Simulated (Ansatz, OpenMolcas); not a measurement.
**How methods differ on AlH (SMILES [AlH])**

AlH has 2 atoms, charge 0, and is taken as a singlet. SMILES: `[AlH]`. Geometry: relaxed at PBE0-D4/def2-TZVP.

```jsonl
{"atom": "Al", "x (Å)": "0.0000", "y (Å)": "0.0000", "z (Å)": "-0.0256"}
{"atom": "H", "x (Å)": "0.0000", "y (Å)": "0.0000", "z (Å)": "1.6391"}
```

Each level gives the energy change with the Al1–H2 bond stretched from 1.665 to 2.081 Å (eV). The values are calculated.

```csv
level,kind,program,value (eV),less FCI/3-21G
r2SCAN/3-21G (restricted),meta-GGA,OpenMolcas,0.41,+0.07
r2SCAN0/3-21G (restricted),hybrid meta-GGA,Ansatz,0.46,+0.12
wB97X/3-21G (restricted),range-separated hybrid,Ansatz,0.48,+0.14
ACPF/3-21G (restricted),coupled cluster or CI,OpenMolcas,0.35,+0.01
CCSD(T)/3-21G (restricted),coupled cluster or CI,Ansatz,0.35,+0.01
CCSD/3-21G (restricted),coupled cluster or CI,Ansatz,0.35,+0.01
CCSDT/3-21G (restricted),coupled cluster or CI,Ansatz,0.34,0.00
FCI/3-21G,exact in the basis,Ansatz,0.34,0.00
```

FCI/3-21G is exact within its basis and frozen core, so for wave-function methods in that basis the difference is their error; functionals converge differently with the basis, so for them it is only a difference. The first shape isn't each level's own minimum. The values span 0.34 to 0.48 eV. All rows use very small basis sets, so even the best lies far from the true value.
